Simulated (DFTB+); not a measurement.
DFTB+ input (SCC-DFTB): The folder sk holds the Slater-Koster set scc that CP2K ships.

```
Geometry = xyzFormat {
9

C     -0.06202131    -0.12897927     0.24357143
C     -0.00836144    -0.78607026    -0.96303711
C     -0.01037813     0.73506140    -0.97201260
C     -0.03390126    -0.02224928     1.59714360
H      0.77768823    -1.43566092    -1.33626297
H      0.90443913     1.34040822    -1.07804562
H     -0.89271719     1.26925688    -1.34476163
H      0.07922200    -0.89460119     2.23650899
H     -0.18065935     0.93402158     2.08856936
}
Driver = GeometryOptimization {
  Optimizer = Rational {}
  MaxSteps = 500
  OutputPrefix = "geo_end"
  Convergence { GradElem = 1e-5 }
}
Hamiltonian = DFTB {
  SCC = Yes
  SCCTolerance = 1e-8
  MaxSCCIterations = 300
  Charge = -1
  SlaterKosterFiles = Type2FileNames {
    Prefix = "sk/"
    Separator = ""
    Suffix = ".spl"
    LowerCaseTypeName = Yes
  }
  MaxAngularMomentum {
    C = "p"
    H = "s"
  }
  Filling = Fermi { Temperature [K] = 0 }
}
ParserOptions { ParserVersion = 14 }
```

From the last part of the output:

```
    8   1   0   0       0.98045393  s
    9   1   0   0       0.98534621  s

Fermi level:                         0.1584787906 H            4.3124 eV
Band energy:                        -2.9079652709 H          -79.1298 eV
TS:                                  0.0000000000 H            0.0000 eV
Band free energy (E-TS):            -2.9079652709 H          -79.1298 eV
Extrapolated E(0K):                 -2.9079652709 H          -79.1298 eV
Input / Output electrons (q):     22.0000000000     22.0000000000

Energy H0:                          -8.9640067659 H         -243.9230 eV
Energy SCC:                          0.1469276438 H            3.9981 eV
Total Electronic energy:            -8.8170791221 H         -239.9249 eV
Repulsive energy:                    0.1900718197 H            5.1721 eV
Total energy:                       -8.6270073025 H         -234.7528 eV
Extrapolated to 0:                  -8.6270073025 H         -234.7528 eV
Total Mermin free energy:           -8.6270073025 H         -234.7528 eV
Force related energy:               -8.6270073025 H         -234.7528 eV

Non-constrained calculation

SCC converged

Full geometry written in geo_end.{xyz|gen}

Warning: dipole moment is not defined absolutely!
Dipole moment:    0.17110865    0.52105454    0.28075676 au
Dipole moment:    0.43491483    1.32438864    0.71361256 Debye

Geometry converged
```

The dipole moment of an ion depends on the origin.
